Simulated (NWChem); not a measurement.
The numbers come from NWChem runs, not from measurements. System: ethane (C2H6), charge 0, spin multiplicity 1, at a geometry optimised with B3LYP/def2-SVP. Level: MP2/STO-3G, 2 core orbitals frozen.

Job file:

```
start mol
memory heap 200 mb stack 900 mb global 1100 mb
geometry units angstroms nocenter noautoz
  C      0.044600    -0.762556     0.000000
  C     -0.044600     0.762556     0.000000
  H      0.580051    -1.136910     0.887969
  H      0.580051    -1.136910    -0.887969
  H     -0.955336    -1.226748     0.000000
  H     -0.580051     1.136910     0.887969
  H     -0.580051     1.136910    -0.887969
  H      0.955336     1.226748     0.000000
  symmetry group C2h
end
basis spherical
  * library sto-3g
end
scf
  rhf
  nopen 0
  maxiter 100
  thresh 1e-7
  semidirect memsize 60000000 filesize 0
end
mp2
  freeze core 2
end
task mp2 energy
```

NWChem printed:

```
             Northwest Computational Chemistry Package (NWChem) 7.3.0
             --------------------------------------------------------

                                NWChem Input Module
                                -------------------

 Scaling coordinates for geometry "geometry" by  1.889725989
 (inverse scale =  0.529177249)

 Turning off AUTOSYM since
 SYMMETRY directive was detected!

                             Geometry "geometry" -> ""
                             -------------------------

 Output coordinates in angstroms (scale by  1.889725989 to convert to a.u.)

  No.       Tag          Charge          X              Y              Z
 ---- ---------------- ---------- -------------- -------------- --------------
    1 C                    6.0000     0.04460000    -0.76255600     0.00000000
    2 C                    6.0000    -0.04460000     0.76255600     0.00000000
    3 H                    1.0000     0.58005100    -1.13691000     0.88796900
    4 H                    1.0000     0.58005100    -1.13691000    -0.88796900
    5 H                    1.0000    -0.95533600    -1.22674800     0.00000000
    6 H                    1.0000    -0.58005100     1.13691000     0.88796900
    7 H                    1.0000    -0.58005100     1.13691000    -0.88796900
    8 H                    1.0000     0.95533600     1.22674800     0.00000000

 Effective nuclear repulsion energy (a.u.)      41.9997603417

            Nuclear Dipole moment (a.u.)
            ----------------------------
        X                 Y               Z
 ---------------- ---------------- ----------------
     0.0000000000     0.0000000000     0.0000000000

      Symmetry information
      --------------------

 Group name             C2h
 Group number             21
 Group order               4
 No. of unique centers     3

      Symmetry unique atoms

     1    3    5


 Summary of "ao basis" -> "" (spherical)
 ------------------------------------------------------------------------------
       Tag                 Description            Shells   Functions and Types
 ---------------- ------------------------------  ------  ---------------------
[...]
     1   1 0 0     -0.000000      0.000000      0.000000
     1   0 1 0      0.000000      0.000000      0.000000
     1   0 0 1      0.000000      0.000000      0.000000

     2   2 0 0    -10.451154      0.000000     11.409694
     2   1 1 0      0.013989      0.000000     -2.507137
     2   1 0 1      0.000000      0.000000      0.000000
     2   0 2 0    -10.688836      0.000000     54.130116
     2   0 1 1     -0.000000      0.000000      0.000000
     2   0 0 2    -10.450359      0.000000     11.262979

                   NWChem MP2 Semi-direct Energy/Gradient Module
                   ---------------------------------------------

  Basis functions       =     16
  Molecular orbitals    =     16
  Frozen core           =      2
  Frozen virtuals       =      0
  Active alpha occupied =      7
  Active beta occupied  =      7
  Active alpha virtual  =      7
  Active beta virtual   =      7
  Use MO symmetry       = T
  Use skeleton AO sym   = T

  AO/Fock/Back tols     =   1.0D-09  1.0D-09  1.0D-09

 GA uses MA = F    GA memory limited = T

 Available:
  local mem=  1.26D+08
 global mem=  1.44D+08
 local disk=  0.00D+00
  mp2_memr nvloc                     7
  nvloc new                     7
   1 passes of   7:        2097152                        972                     23127.
   1 passes of   7: M    126155459           G      144178688           F     124058307.

 Semi-direct pass number   1 of   1  for RHF alpha+beta  at        0.1s
  vrange nnbf                   136
  mp2_eaftype                    10  avail_ma_in_mb                  1099
 EAF : mp2_eaftype filesize          10      11563.
  mp2_eaf for mointskh                     10
Node 0 wrote      0.1 Mb in      0.0 s     Agg I/O rate:   654.0 Mb/s
 Done moints_semi at        0.2s
  mp2_eaftype                    10  avail_ma_in_mb                  1089
 EAF : mp2_eaftype filesize          10      11563.
  mp2_eaf for kh                    10
 Done maket at        0.2s
 Done multipass loop at        0.2s

          -------------------------------------------
          SCF energy                 -78.304639996486
          Correlation energy          -0.108092327890
          Singlet pairs               -0.095232612043
          Triplet pairs               -0.012859715847
          Total MP2 energy           -78.412732324375
          -------------------------------------------

          ---------------------------------------------------
                    Spin Component Scaled (SCS) MP2
          Same spin pairs                     -0.008573143898
          Same spin scaling factor             0.333333333333
          Opposite spin pairs                 -0.099519183992
          Opposite spin scaling fact.          1.200000000000
          SCS-MP2 correlation energy          -0.122280735423
          Total SCS-MP2 energy               -78.426920731909
          ---------------------------------------------------

 -----------------------
 Performance information
 -----------------------

 Timer overhead =  2.12D-07 seconds/call

               Nr. of calls         CPU time (s)                 Wall time (s)                GFlops
             ---------------    -------------------     ------------------------------   -------------------
Name         Min   Avg   Max    Min     Avg     Max     Min     Avg     Max   Mx/calls   Min     Max     Sum
mp2: moin     1     1     1   6.54E-2 6.54E-2 6.54E-2  6.54E-2 6.54E-2 6.54E-2 6.54E-2   0.0     0.0     0.0
mp2: make     1     1     1   1.59E-3 1.59E-3 1.59E-3  1.59E-3 1.59E-3 1.59E-3 1.59E-3   0.0     0.0     0.0
mp2: tota     1     1     1   7.31E-2 7.31E-2 7.31E-2  7.31E-2 7.31E-2 7.31E-2 7.31E-2   0.0     0.0     0.0

 The average no. of pstat calls per process was 3.00D+00
 with a timing overhead of 6.36D-07s

 Task  times  cpu:        0.1s     wall:        0.1s

 Total times  cpu:        0.2s     wall:        0.2s
```
